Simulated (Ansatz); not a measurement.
Worked example: correlation energy of C2H3Cl, singlet

Geometry: MP2(full)/6-31G*, from the G2/97 set.

```xyz
6

C     0.0608    0.8363    0.0000
C     1.3640    1.1088    0.0000
Cl   -0.5708   -0.7747    0.0000
H    -0.7103    1.5973    0.0000
H     2.1169    0.3298    0.0000
H     1.6929    2.1415    0.0000
```

Basis cc-pV(D+d)Z; Ansatz 0.2.0. Only valence electrons are correlated (noble-gas cores frozen), which leaves 18 electrons in 59 orbitals. R marks a restricted (for open shells ROHF) determinant.

Full CI isn't at hand for all of this; RCCSDT(Q) serves as the reference, and is uncertain by about the last step of the cluster series.

Runs differ by some tens of microhartree through their thresholds, so steps under 0.03 kcal/mol mean nothing.

```tsv
level	total energy (hartree)
RHF	-536.964374
RMP2	-537.372220
RCCSD	-537.408041
RCCSD(T)	-537.422489
RCCSDT	-537.423225
RCCSDT(Q)	-537.424351
```

Task: What is the correlation energy at RCCSDT(Q), and what share of it do RMP2 and RCCSD recover?

Result: E(corr) = -537.424351 − (-536.964374) = -0.459977 hartree = -12.517 eV. RMP2: -0.407846 / -0.459977 = 88.67 %. RCCSD: -0.443667 / -0.459977 = 96.45 %.

Task: By how many kcal/mol does RCCSD(T) miss RCCSDT(Q) (1 hartree = 627.509 kcal/mol), and which steps make up the rest?

Result: -537.422489 − (-537.424351) = 0.001862 hartree = 1.17 kcal/mol. Steps: RCCSDT − RCCSD(T) = -0.46, RCCSDT(Q) − RCCSDT = -0.71 kcal/mol. Differences between like states or geometries often cancel part of this.
